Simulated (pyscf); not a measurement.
Optimised with ωB97X-D3(BJ)/def2-SVP in PySCF.

**Question.** HO–SiH(OH)–OH + Cl• → HO–Si(OH)(OH)–Cl + H•
Surface: doublet. Broken: H–Si. Formed: Cl–Si. Give ΔE‡ and ΔE from ωB97M-D3(BJ)/def2-TZVP, relative to the separated reactants.

**Answer.** ΔE‡ = 0.0 kcal/mol, ΔE = -19.2 kcal/mol. Zero-point energy shifts the barrier by -0.5 kcal/mol. It is a substitution at Si, with an imaginary mode of 226i cm⁻¹. On the reactant side the descent ends in a complex, 7.5 kcal/mol under the separated species and 5.5 kcal/mol under the saddle at ωB97X-D3(BJ)/def2-TZVP. At ωB97X-D3(BJ) the barrier from the zero used here is -2.0 kcal/mol. One saddle was located; it need not be the lowest between these sides. The angle at the attacked Si is 53° (front-side attack). Left out: the spin-orbit lowering of Cl.
